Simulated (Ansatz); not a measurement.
This geometry of H3NSSi (6 atoms, charge 0, multiplicity 1) is a first-order saddle point.

Theory: RKS B3LYP-D4/def2-TZVP in Ansatz 0.2.0.

```xyz
6
Properties=species:S:1:pos:R:3
N -1.097 0.160 -0.751
Si -0.320 -0.938 0.374
S 1.531 0.138 0.781
H -1.419 1.060 -0.412
H -0.693 0.287 -1.673
H 2.040 -0.770 1.635
```

Problem. Which two structures does it join? (They come from a converged band through this point; their orientation in space is the band's.)

Solution. No bond is made or broken. The height of N1 over the plane of its neighbours goes from 0.00 to 0.00 Å. The two ends are copies of one structure, up to a mirror image or an exchange of like atoms. The height can change sign by an inversion or by a turn that exchanges like atoms.

Initial state:

```xyz
6
Properties=species:S:1:pos:R:3
N -0.879 0.237 -0.786
Si 0.170 -0.987 -0.203
S 1.219 0.230 1.269
H -0.934 1.201 -0.490
H -1.544 0.029 -1.515
H 2.010 -0.774 1.679
```

Final state:

```xyz
6
Properties=species:S:1:pos:R:3
N -0.879 0.237 -0.787
Si 0.170 -0.986 -0.203
S 1.219 0.230 1.269
H -1.544 0.028 -1.515
H -0.935 1.201 -0.490
H 2.010 -0.774 1.679
```

Problem. How far does it lie above each of them?

Solution. 0.67 eV above the first and 0.67 eV above the second. This is the barrier of this one path; another mechanism may lie lower.

The run took 69 s on 2 threads of Intel(R) Xeon(R) 6975P-C (Granite Rapids), with other jobs on the host, peak memory 0.22 GiB.
